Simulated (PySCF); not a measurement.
PySCF input for formaldehyde (CH₂O), SMILES O=C, TDA-PBE/def2-TZVPD. The structure is a stationary point at PBE0-D3(BJ)/def2-TZVPD.

```python
import numpy as np
from pyscf import gto, scf, dft, tdscf

mol = gto.M(
    atom='''
    C     0.00000000   -0.00000000   -0.52458931
    O    -0.00000000    0.00000000    0.67123749
    H    -0.00000000    0.94043938   -1.11118204
    H    -0.00000000   -0.94043938   -1.11118204
    ''',
    basis='def2-TZVPD',
    charge=0,
    spin=0,
    symmetry=True,
    max_memory=1600,
    verbose=4,
)
mf = dft.RKS(mol, xc='pbe').density_fit(auxbasis='def2-universal-jkfit')
mf.grids.level = 3
mf.conv_tol = 1e-9
mf.max_cycle = 100
mf.kernel()
mf.grids = dft.Grids(mol).set(level=1).build(with_non0tab=True)  # coarser grid for the response kernel
td = tdscf.TDA(mf)
td.singlet = True
td.nstates = 10
td.conv_tol = 1e-4
td.positive_eig_threshold = 1e-6
td.kernel(x0=td.get_init_guess(mf, 15))
td.analyze()
tt = tdscf.TDA(mf)
tt.singlet = False
tt.nstates = 4
tt.conv_tol = 1e-4
tt.positive_eig_threshold = 1e-6
tt.kernel(x0=tt.get_init_guess(mf, 9))
tt.analyze(verbose=3)
```

It prints:

```
PySCF version 2.14.0

[INPUT] verbose = 4
[INPUT] num. atoms = 4
[INPUT] num. electrons = 16
[INPUT] charge = 0
[INPUT] spin (= nelec alpha-beta = 2S) = 0
[INPUT] symmetry True subgroup None
[INPUT] Mole.unit = angstrom
[INPUT] Symbol           X                Y                Z      unit          X                Y                Z       unit  Magmom
[INPUT]  1 C      0.000000000000   0.000000000000  -0.524589310000 AA    0.000000000000   0.000000000000  -0.991330123775 Bohr   0.0
[INPUT]  2 O      0.000000000000   0.000000000000   0.671237490000 AA    0.000000000000   0.000000000000   1.268455020640 Bohr   0.0
[INPUT]  3 H      0.000000000000   0.940439380000  -1.111182040000 AA    0.000000000000   1.777172864956  -2.099829730135 Bohr   0.0
[INPUT]  4 H      0.000000000000  -0.940439380000  -1.111182040000 AA    0.000000000000  -1.777172864956  -2.099829730135 Bohr   0.0

nuclear repulsion = 31.4527456056893
point group symmetry = C2v
symmetry origin: [ 0.00000000e+00  0.00000000e+00 -2.36215764e-09]
symmetry axis x: [1. 0. 0.]
symmetry axis y: [0. 1. 0.]
symmetry axis z: [0. 0. 1.]
num. orbitals of irrep A1 = 42
num. orbitals of irrep A2 = 10
num. orbitals of irrep B1 = 19
num. orbitals of irrep B2 = 24
number of shells = 37
number of NR pGTOs = 129
number of NR cGTOs = 95
basis = def2-TZVPD
ecp = {}


[settings echo left out]
init E= -114.541086503413
HOMO (B2) = -0.317815119772782  LUMO (B1) = -0.134973832795064  gap/eV = 4.97536
cycle= 1 E= -114.306013579577  delta_E= 0.235  |g|= 0.773  |ddm|= 1.41
HOMO (B2) = -0.0666150985641624  LUMO (A1) = -0.0157237041608838  gap/eV = 1.38483
cycle= 2 E= -113.315345703737  delta_E= 0.991  |g|= 2.25  |ddm|= 2.21
HOMO (B2) = -0.22560257330107  LUMO (B1) = -0.0835250068622158  gap/eV = 3.86613
cycle= 3 E= -114.416707557223  delta_E= -1.1  |g|= 0.115  |ddm|= 1.96
HOMO (B2) = -0.238197280651252  LUMO (B1) = -0.107592705012952  gap/eV = 3.55393
cycle= 4 E= -114.418391204704  delta_E= -0.00168  |g|= 0.0854  |ddm|= 0.142
HOMO (B2) = -0.228389057594142  LUMO (B1) = -0.0950929334226792  gap/eV = 3.62717
cycle= 5 E= -114.420110565542  delta_E= -0.00172  |g|= 0.0116  |ddm|= 0.0523
HOMO (B2) = -0.2291036210268  LUMO (B1) = -0.0955119703685869  gap/eV = 3.63521
cycle= 6 E= -114.42014485586  delta_E= -3.43e-05  |g|= 0.000962  |ddm|= 0.013
HOMO (B2) = -0.229253613926755  LUMO (B1) = -0.0955985392885782  gap/eV = 3.63694
cycle= 7 E= -114.420145037349  delta_E= -1.81e-07  |g|= 9.74e-05  |ddm|= 0.000767
HOMO (B2) = -0.229251375792963  LUMO (B1) = -0.095593301641411  gap/eV = 3.63702
cycle= 8 E= -114.420145039421  delta_E= -2.07e-09  |g|= 3.71e-05  |ddm|= 0.000109
HOMO (B2) = -0.229251721892308  LUMO (B1) = -0.0955927243688203  gap/eV = 3.63705
cycle= 9 E= -114.420145039716  delta_E= -2.95e-10  |g|= 4.88e-06  |ddm|= 2.64e-05
HOMO (B2) = -0.229253083476546  LUMO (B1) = -0.0955932495540376  gap/eV = 3.63707
Extra cycle  E= -114.420145039677  delta_E= 3.84e-11  |g|= 1.52e-05  |ddm|= 8.41e-06
converged SCF energy = -114.420145039677
tot grids = 15304
Overwritten attributes  positive_eig_threshold  of <class 'pyscf.tdscf.rks.TDA'>


******** <class 'pyscf.tdscf.rks.TDA'> for <class 'pyscf.df.df_jk.DFSymAdaptedRKS'> ********
nstates = 10 singlet
deg_eia_thresh = 1.000e-03
wfnsym = None
conv_tol = 0.0001
eigh lindep = 1e-12
eigh level_shift = 0
eigh max_cycle = 100


Excitation energies (eV)
[3.905601   6.16899899 7.4069304  7.50741422 8.00071941 8.67163099
 9.0087806  9.20446335 9.25096493 9.85920918]

** Singlet excitation energies and oscillator strengths **
Excited State   1:   A2      3.90560 eV    317.45 nm  f=0.0000
       8 -> 9         0.70694
Excited State   2:   B2      6.16900 eV    200.98 nm  f=0.0329
       8 -> 10        0.70574
Excited State   3:   A1      7.40693 eV    167.39 nm  f=0.0753
       8 -> 11       -0.70419
Excited State   4:   B2      7.50741 eV    165.15 nm  f=0.0468
       8 -> 12       -0.70399
Excited State   5:   A2      8.00072 eV    154.97 nm  f=0.0000
       8 -> 13       -0.70703
Excited State   6:   B2      8.67163 eV    142.98 nm  f=0.0174
       8 -> 14        0.69116
       8 -> 15       -0.13990
Excited State   7:   B1      9.00878 eV    137.63 nm  f=0.0006
       6 -> 9         0.70138
Excited State   8:   B2      9.20446 eV    134.70 nm  f=0.0237
       8 -> 14       -0.13356
       8 -> 15       -0.68944
Excited State   9:   A1      9.25096 eV    134.02 nm  f=0.0016
       7 -> 9        -0.32034
       8 -> 16        0.61940
Excited State  10:   A2      9.85921 eV    125.75 nm  f=0.0000
       5 -> 9         0.70565

** Transition electric dipole moments (AU) **
state          X           Y           Z        Dip. S.      Osc.
  1         0.0000     -0.0000     -0.0000      0.0000      0.0000
  2         0.0000     -0.4667     -0.0000      0.2178      0.0329
  3         0.0000      0.0000      0.6444      0.4152      0.0753
  4         0.0000      0.5043      0.0000      0.2543      0.0468
  5        -0.0000     -0.0000     -0.0000      0.0000      0.0000
  6        -0.0000     -0.2861      0.0000      0.0819      0.0174
  7        -0.0541     -0.0000      0.0000      0.0029      0.0006
  8         0.0000      0.3240      0.0000      0.1050      0.0237
  9         0.0000      0.0000      0.0835      0.0070      0.0016
 10        -0.0000      0.0000     -0.0000      0.0000      0.0000

** Transition velocity dipole moments (imaginary part, AU) **
state          X           Y           Z        Dip. S.      Osc.
  1         0.0000     -0.0000     -0.0000      0.0000      0.0000
  2        -0.0000     -0.0820     -0.0000      0.0067      0.0198
  3         0.0000      0.0000      0.1510      0.0228      0.0559
  4         0.0000      0.1306      0.0000      0.0170      0.0412
  5         0.0000     -0.0000     -0.0000      0.0000      0.0000
  6        -0.0000     -0.0625      0.0000      0.0039      0.0082
  7         0.0421     -0.0000      0.0000      0.0018      0.0036
  8         0.0000      0.0711      0.0000      0.0051      0.0100
  9         0.0000      0.0000     -0.0374      0.0014      0.0027
 10        -0.0000      0.0000     -0.0000      0.0000      0.0000

** Transition magnetic dipole moments (imaginary part, AU) **
state          X           Y           Z
  1         0.0000     -0.0000     -1.2005
  2         0.4651      0.0000      0.0000
  3        -0.0000      0.0000     -0.0000
  4         0.6295     -0.0000     -0.0000
  5         0.0000     -0.0000      0.0074
  6         1.0711     -0.0000      0.0000
  7        -0.0000      1.3253      0.0000
  8        -0.2991     -0.0000     -0.0000
  9        -0.0000      0.0000      0.0000
 10        -0.0000      0.0000      0.6140


******** <class 'pyscf.tdscf.rks.TDA'> for <class 'pyscf.df.df_jk.DFSymAdaptedRKS'> ********
nstates = 4 triplet
deg_eia_thresh = 1.000e-03
wfnsym = None
conv_tol = 0.0001
eigh lindep = 1e-12
eigh level_shift = 0
eigh max_cycle = 100


Excitation energies (eV)
[3.20092462 5.9432033  6.17979182 7.18437601]

** Triplet excitation energies and oscillator strengths **
Excited State   1:   A2      3.20092 eV    387.34 nm  f=0.0000
Excited State   2:   B2      5.94320 eV    208.62 nm  f=0.0000
Excited State   3:   A1      6.17979 eV    200.63 nm  f=0.0000
Excited State   4:   A1      7.18438 eV    172.57 nm  f=0.0000
```

Self-consistency was reached.
